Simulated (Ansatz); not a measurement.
Chalcopyrite CdSnAs₂, treated with PBEsol (Ansatz, a program for electronic structure, PAW).

Numerical settings: plane-wave cutoff 520 eV, 8×8×8 k mesh, Fermi–Dirac smearing 0.01 eV, scalar-relativistic PAW data made under PBE.

Cell (relaxed at this level):

```cif
data_As4Cd2Sn2
_chemical_formula_sum 'Cd2 Sn2 As4'
_space_group_name_H-M_alt 'P 1'
_space_group_IT_number 1
_cell_length_a 7.39323
_cell_length_b 7.39323
_cell_length_c 7.39323
_cell_angle_alpha 131.249
_cell_angle_beta 131.249
_cell_angle_gamma 71.417
loop_
_space_group_symop_operation_xyz
  'x, y, z'
loop_
_atom_site_label
_atom_site_type_symbol
_atom_site_fract_x
_atom_site_fract_y
_atom_site_fract_z
_atom_site_occupancy
Cd1 Cd 0.00000 0.00000 0.00000 1
Cd2 Cd 0.75000 0.25000 0.50000 1
Sn1 Sn 0.50000 0.50000 0.00000 1
Sn2 Sn 0.25000 0.75000 0.50000 1
As1 As 0.87500 0.87390 0.49890 1
As2 As 0.12610 0.62500 0.00110 1
As3 As 0.37500 0.37610 0.50110 1
As4 As 0.62390 0.12500 0.99890 1
```

### Question
Predict the bulk modulus B0, band gap, Γ–Γ gap and pressure derivative B′ of the bulk modulus.

### Answer

- bulk modulus B0: 54.8 GPa
- band gap: 0.00 eV (under three smearing widths, so not firm)
- Γ–Γ gap: 0.10 eV
- pressure derivative B′ of the bulk modulus: 4.7

Measured, for comparison: band gap 0.26 eV (temperature not stated, no zero-point or thermal correction, direct or pseudo-direct at Γ; as tabulated in Ghosh et al. (2024), arXiv:2401.16805).

Note: the relaxation could not lower the start's symmetry, so the cell can be a saddle point above a distorted one; the bulk modulus comes from volumes at which shape and atoms were relaxed.

Spin–orbit coupling is not included; it can close the smallest gap of 0.00 eV.

The result took roughly 50 core-minutes.
